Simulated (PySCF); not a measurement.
# SiH₂: adding exact exchange

Base calculation in PySCF with density fitting and no spin–orbit coupling, PBE/def2-TZVP (no relativity): singlet, C2v, Si–H 1.539 Å (×2); H–Si–H 90.5°; wavenumbers 975, 1973, 1980 cm⁻¹; dipole moment 0.10 D, gap between the highest occupied and lowest empty levels 1.84 eV, polar-tensor charge of Si 0.38 e, atomisation energy (no zero-point energy) 619 kJ/mol.

What changes on going to PBE0/def2-TZVP (no relativity)?

The point group stays the same. Changes: mean bond to Si -0.013 Å, smallest bond angle +0.6 degrees, highest wavenumber +71 cm⁻¹, lowest wavenumber +36 cm⁻¹, dipole moment +0.07 D, gap between the highest occupied and lowest empty levels +1.93 eV, polar-tensor charge of Si +0.01 e, atomisation energy (no zero-point energy) -3 kJ/mol. The new structure has Si–H 1.526 Å (×2); H–Si–H 91.1°, with wavenumbers 1011, 2048, 2051 cm⁻¹. Exact exchange shortens and stiffens the bonds and opens the gap, the usual pattern.

Each species is the lowest minimum found with this bonding; other isomers or fragments can lie lower.
